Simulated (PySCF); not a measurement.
**Oxygen: a sound run and one with changed settings**

Sound run: O [He] 2s2 2p4, O⁺ [He] 2s2 2p3. Calculation: PySCF 2.14, in cc-pVDZ-DK; scalar relativity by spin-free X2C-1e. The sound run starts from symmetry-adapted Hartree-Fock orbitals and uses a fine grid where one is needed.

A second run was set up differently.

| species | method | sound run (hartree) | changed run (hartree) | converged |
| --- | --- | --- | --- | --- |
| O | UHF | -74.84416 | -74.84416 | yes |
| O | r2SCAN | -75.08491 | -75.12290 | yes |
| O | B3LYP | -75.12156 | -75.15675 | yes |
| O⁺ | UHF | -74.40485 | -74.40485 | yes |
| O⁺ | r2SCAN | -74.58759 | -74.61377 | yes |
| O⁺ | B3LYP | -74.61056 | -74.64082 | yes |

Ionisation energy of O:

| method | sound run (eV) | changed run (eV) |
| --- | --- | --- |
| UHF | 11.954 | 11.954 |
| r2SCAN | 13.533 | 13.854 |
| B3LYP | 13.905 | 14.039 |

**Question.** What was changed?
A. radial grid too coarse
B. basis contracted for another Hamiltonian
C. too few SCF iterations
D. minimal basis

**Answer.** A. It used radial step 0.8 in ln r (0.13 in the sound run). A coarse radial grid mis-integrates the density and the exchange-correlation energy, with errors of either sign; Hartree-Fock needs no grid.
